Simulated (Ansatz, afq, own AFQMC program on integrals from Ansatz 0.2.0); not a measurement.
AFQMC on a folder of integrals that Ansatz 0.2.0 wrote.

```yaml
crystal:
  periodic: [false, false, false]
  atoms:
    - {symbol: B, position_ang: [0.000000, 0.000000, 0.767155]}
    - {symbol: N, position_ang: [0.000000, 0.000000, -0.617815]}
    - {symbol: H, position_ang: [0.000000, 1.046904, 1.347570]}
    - {symbol: H, position_ang: [0.000000, -1.046904, 1.347570]}
    - {symbol: H, position_ang: [0.000000, 0.841351, -1.169074]}
    - {symbol: H, position_ang: [0.000000, -0.841351, -1.169074]}
basis:
  gaussian: {orbitals: cc-pVDZ}
magnetization: {spin_polarized: false}
correlation: {method: ccsd_t, electrons: outside_noble_gas, hamiltonian_folder: ham}
```

```sh
$ ansatz run in.yaml --threads 1 --pin off --events-out ev --progress --plain --max-ram 1843MiB
```

Options of the walk:

```
--method phaseless --trial hf --walkers 120 --populations 1 --least-time 40 --time-step 0.005 --steps-per-block 20 --equilibration-blocks 112 --max-blocks 600 --target-error 0.00126 --factor-cut 1e-05 --seed 9600 --taylor-order 6
```

Times are imaginary, in 1/Eh. The walk had a cap of 1015 s.

Log:

```
orbitals 46  electrons 6 6  factors 373 of 439
reference energy -81.49928993 Eh
CCSD correlation -0.29295189 Eh in 10 cycles, weight of the determinant in the CISD state 0.8941
energy of the start -81.499290 Eh
 block  time / (1/Eh)  mean weight  energy / Eh
     1     0.100  1.0026  -81.580888
     2     0.200  1.0013  -81.637187
     3     0.300  1.0013  -81.665583
     4     0.400  1.0045  -81.684599
     5     0.500  1.0021  -81.710008
     7     0.700  1.0009  -81.735915
     9     0.900  1.0016  -81.734232
    18     1.800  0.9982  -81.790137
    52     5.200  1.0032  -81.781551
    86     8.600  0.9992  -81.787001
   103    10.300  1.0031  -81.856255
   120    12.000  0.9990  -81.783755
   154    15.400  0.9997  -81.767821
   188    18.800  0.9999  -81.763524
   222    22.200  1.0004  -81.806687
   256    25.600  1.0023  -81.804104
   290    29.000  1.0010  -81.790350
   324    32.400  0.9981  -81.818194
   358    35.800  1.0002  -81.802833
   392    39.200  1.0012  -81.801346
   426    42.600  0.9990  -81.795008
   460    46.000  0.9992  -81.817733
   494    49.400  1.0009  -81.801051
   528    52.800  1.0012  -81.809817
   562    56.200  0.9981  -81.811747
   596    59.600  0.9997  -81.786667
   630    63.000  0.9995  -81.787629
   664    66.400  1.0005  -81.826125
   698    69.800  0.9979  -81.835809
blocks merged  error / Eh  count
     1  0.000824  600
     2  0.001077  300
     4  0.001377  150
     8  0.001658  75
    16  0.002007  37
    32  0.002230  18
    64  0.001514  9
energy -81.801558 +/- 0.002230 Eh
(rows thinned)
```

The run passed its tests (sampling time, drift between the halves within three errors, error under three times the target), which doesn't prove that it has relaxed.

Against this walk (error 60.7 meV) on the same determinant: CCSD(T) 57.4 meV higher (within the noise), CCSDT(Q) 27.5 meV higher (within the noise), a separate phaseless walk with a CISD trial and standard settings 18.5 ± 62.2 meV higher (within the noise). The error is statistical and leaves out the bias of the constraint.

Cautions: constraint bias not in the error; error above the target (60.7 against 34.3 meV).

The walk took 2.5 min on 1 thread of Intel(R) Xeon(R) 6975P-C (Granite Rapids), on a shared host. The log's last line is the phaseless energy.

CCSDT and higher add their correlation energy to the determinant of the CCSD(T) run, since their own runs factorise the integrals more tightly (a shift of under 2 meV). A walk keeps the symmetry of its determinant, which the program's search chose and which needn't be the lowest solution, so a lower state of the same spin and another symmetry isn't excluded.
